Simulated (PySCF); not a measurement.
C5H7F.
InChI=1S/C5H7F/c6-5-2-1-4(5)3-5/h4H,1-3H2/t4-,5-/m1/s1

The closed-shell ground state was solved at several levels (PySCF, density fitting, gas phase, non-relativistic). Geometry: PBE0-D3(BJ)/def2-SVP; no solvent, vibrations or thermal averaging.

```json
{"level": "KT2/pcSseg-1", "basis functions": "137", "HOMO (eV)": "-6.15", "LUMO (eV)": "0.73", "gap (eV)": "6.88", "dipole (D)": "1.37"}
{"level": "PBE0/cc-pVDZ", "basis functions": "119", "HOMO (eV)": "-7.25", "LUMO (eV)": "2.01", "gap (eV)": "9.26", "dipole (D)": "1.34"}
{"level": "B3LYP/pcJ-0", "basis functions": "99", "HOMO (eV)": "-7.34", "LUMO (eV)": "2.25", "gap (eV)": "9.59", "dipole (D)": "1.58"}
{"level": "BHandHLYP/pcSseg-1", "basis functions": "137", "HOMO (eV)": "-8.68", "LUMO (eV)": "2.27", "gap (eV)": "10.95", "dipole (D)": "1.63"}
{"level": "KT3/pcSseg-1", "basis functions": "137", "HOMO (eV)": "-6.17", "LUMO (eV)": "0.59", "gap (eV)": "6.76", "dipole (D)": "1.35"}
```

(1) What might PBE0/IGLO-III (280 basis functions) give for the same quantities?

(2) Over all these levels, which gives the widest orbital gap and which the narrowest?

(3) How far do the dipole and the HOMO energy spread over the levels?

Results:

(1) HOMO -7.41 eV, LUMO 0.98 eV, gap 8.39 eV, dipole 1.59 D.

(2) BHandHLYP/pcSseg-1 (global hybrid, 50 % exact exchange) has the widest, 10.95 eV, and KT3/pcSseg-1 (GGA) the narrowest, 6.76 eV. The two share the basis. From the narrowest to the widest the HOMO moves by -2.51 eV and the LUMO by +1.68 eV.

(3) The dipole runs from 1.34 to 1.63 D (mean 1.48 D) and the HOMO from -8.68 to -6.15 eV.
